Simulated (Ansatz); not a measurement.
SnH₂, singlet: the ladder up to full CI

Geometry: that of the SnH2, triplet, kept fixed.

```yaml
atoms:
  - { symbol: Sn, position_ang: [0.0000, -0.0144, 0.0000] }
  - { symbol: H, position_ang: [0.0000, 0.8475, -1.4828] }
  - { symbol: H, position_ang: [0.0000, 0.8475, 1.4828] }
```

Basis def2-SVP with its core potentials; Ansatz 0.2.0. Correlated methods freeze the noble-gas cores and the filled d shells of p-block atoms, which leaves 6 electrons in 27 orbitals. Prefix R: restricted or restricted open-shell reference; prefix U: unrestricted. Active spaces: valence = (6e, 6o) chosen from the atoms' valence shells. No spin–orbit coupling is included; scalar relativity enters through the core potentials alone.

Full CI is exact within this basis and frozen core; it isn't the basis-set limit. The frozen core follows each run's orbitals, which can shift R against U totals by a few meV for light atoms and by up to 0.1 eV past Ca.

```
UHF ⟨S²⟩                          : 0.528
T1 diagnostic (RCCSD)             : 0.0137
largest doubles amplitude (RCCSD) : 0.111
```

```tsv
level	E − E(full CI) (kJ/mol)	share of correlation (%)	wall time
RHF	267.0	0.00	–
RMP2	71.4	73.25	–
RCCSD	6.3	97.64	–
RCCSD(T)	1.6	99.41	0.39 s
BCCD(T)	1.6	99.41	0.48 s
RCCSDT	0.2	99.91	–
RCCSDT(Q)	0.0	99.98	1.1 s
RCCSDTQ	0.0	100.00	8 s
CASSCF (valence space)	139.2	47.87	–
NEVPT2 (valence space)	43.9	83.58	0.78 s
MRCISD (valence space)	4.5	98.31	–
MRCISD+Q (valence space)	0.0	99.99	1.1 s
```

The correlation energy at full CI, counted from RHF, is -2.768 eV. That run took 7.5 s on 1 thread of Arm Neoverse V1, shared host over 2,148,761 determinants.

Run but not shown, since their state, orbitals or frozen core can't be matched to the reference's or they repeat it: UHF, UMP2, UCCSD, UCCSD(T), UCCSDT, UCCSDT(Q).

Times hold each run's SCF and search for its determinant on a shared host, so for small cases they say little of a method's own cost; they ran on 1 thread of Arm Neoverse V1.

The full-CI state has the irrep A1 of C2v, in the program's axes.

Natural occupations of full CI about the gap: 1.961 1.948 1.896 0.066 0.039 0.035 0.010 0.007 0.007 0.006; effectively unpaired electrons, Σ n²(2−n)², 0.08.
